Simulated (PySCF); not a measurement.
## Successive Si–H bond energies

Computed with PBE0 in PySCF with Si def2-TZVP, H def2-TZVP; no relativity; density-fitted integrals.

Each entry is the lowest minimum that a search over a few typed start shapes (and spin states, where more than one is plausible) found, or that minimum re-optimised at the stated level; isomers with ligand–ligand bonds, or fragments after loss of a ligand pair, can lie lower.

Total energies (Eh), which compare only within these settings: H atom -0.50106.

```json
{"species": "SiH₂", "2S+1": "1", "group": "C2v", "E (Eh)": "-290.48614", "ZPE (kJ/mol)": "30.6"}
{"species": "SiH₃", "2S+1": "2", "group": "C3v", "E (Eh)": "-291.10876", "ZPE (kJ/mol)": "55.6"}
{"species": "SiH₄", "2S+1": "1", "group": "Td", "E (Eh)": "-291.75605", "ZPE (kJ/mol)": "81.5"}
```

Task: What are De and D0 for SiH₃ → SiH₂ + H?

Result: De = [(-290.48614) + (-0.50106) − (-291.10876)] × 2625.5 = 319 kJ/mol. The zero-point energy changes by -25.0 kJ/mol, so D0 = 294 kJ/mol.

Task: What are De and D0 for SiH₄ → SiH₃ + H?

Result: De = [(-291.10876) + (-0.50106) − (-291.75605)] × 2625.5 = 384 kJ/mol. The zero-point energy changes by -26.0 kJ/mol, so D0 = 358 kJ/mol.

Atoms and open shells are unrestricted, without spin–orbit or basis-set superposition corrections.
